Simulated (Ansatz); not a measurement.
Species: CH3O, charge 0, doublet. CH3O (SMILES O[CH2], doublet).
B3LYP-D3(BJ)/def2-TZVP minimum from Ansatz (a first-principles code):
```
C
O 1 1.3645
H 2 0.9632 1 109.87
H 1 1.0785 2 113.74 3 175.53
H 1 1.0823 4 121.49 2 153.15
```
Charge 0, spin multiplicity 2.

Property: atomisation energy (electronic, to ground-state atoms), in kJ/mol. UHF or UKS for unpaired electrons; spin-orbit terms are left out. CBS(X,Y): correlation extrapolated as X^-3, Hartree-Fock from the larger set (Q,5: extrapolated as (X+1)exp(-9√X)). A bracket is a step between two methods taken in the basis named. Functionals run without relativity, which enters their misses. '+ core + X2C': CCSD(T) terms for core correlation (cc-pwCVTZ) and scalar relativity (cc-pVTZ-DK). Where a partner has so few electrons that a lower coupled-cluster level is exact, that level stands in.

CCSD(T)/CBS(cc-pVQZ,cc-pV5Z) + [CCSDT(Q) - CCSD(T)]/cc-pVDZ + core + X2C (Ansatz) gives 1716.3 kJ/mol.

### Question
How far off this value is PBE/def2-TZVPD (Ansatz), in which direction, and which of these levels come nearer: r2SCAN/def2-TZVPD, B3LYP/def2-TZVPD, PBE0/def2-TZVPD, wB97M-V/def2-TZVPD, CCSD(T)/CBS(cc-pVQZ,cc-pV5Z) + core + X2C?

### Answer
PBE gives 1759.7 kJ/mol, 43.4 kJ/mol above it. Differences of the others: r2SCAN/def2-TZVPD (Ansatz) 9.3; B3LYP/def2-TZVPD (Ansatz) -2.3; PBE0/def2-TZVPD (Ansatz) -1.8; wB97M-V/def2-TZVPD (Ansatz) -2.2; CCSD(T)/CBS(cc-pVQZ,cc-pV5Z) + core + X2C (Ansatz) -1.9 kJ/mol. Nearer than PBE: r2SCAN/def2-TZVPD, B3LYP/def2-TZVPD, PBE0/def2-TZVPD, wB97M-V/def2-TZVPD, CCSD(T)/CBS(cc-pVQZ,cc-pV5Z) + core + X2C.
